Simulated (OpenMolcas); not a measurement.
# The standard entropy of SF4 (sulfur tetrafluoride) from a frequency calculation

A singlet with charge 0, relaxed at HF/6-31G* (Cartesian functions) (OpenMolcas 26.06):

```xyz
5

F    -0.5592   -0.2525    1.1613
S     0.0649   -0.3625   -0.2465
F     1.5142   -0.4352    0.4998
F    -1.4264   -0.0552   -0.8334
F     0.4064    1.1054   -0.5814
```

Harmonic wavenumbers in cm⁻¹: 235, 398, 515, 580, 585, 654, 861, 996, 1000.

Masses in u: F 18.998, S 32.06. Take T = 298.15 K, p = 1 bar, R = 8.3145 J/(mol K), kT/hc = 207.22 cm⁻¹, rigid rotor and harmonic oscillator.

**Question.** Compute the standard molar entropy.

**Answer.** 
1. Translation (Sackur–Tetrode): S = R[3/2 ln M + 5/2 ln T − 1.1517] with M = 108.052 gives 167.3 J/(mol K).
2. Rotation: principal moments 74.947, 120.121, 155.615 u Å² give A, B, C = 0.2249, 0.1403, 0.1083 cm⁻¹; the symmetry number is σ = 2; q = (√π/σ)√((kT/hc)³/ABC) = 45223; S = R(ln q + 3/2) = 101.6.
3. Vibration: with u = ν̃/207.22, each mode gives R[u/(eᵘ − 1) − ln(1 − e⁻ᵘ)]; the sum is 21.4, most from 235 cm⁻¹ (7.7), 398 cm⁻¹ (4.1), 515 cm⁻¹ (2.6).
4. Spin: R ln 1 = 0.0.
5. Sum: 167.3 + 101.6 + 21.4 + 0.0 = 290.3 J/(mol K).

The tabulated value is 299.6 J/(mol K) (CRC Handbook of Chemistry and Physics): the model is off by -9.3. Unscaled Hartree–Fock wavenumbers run high.
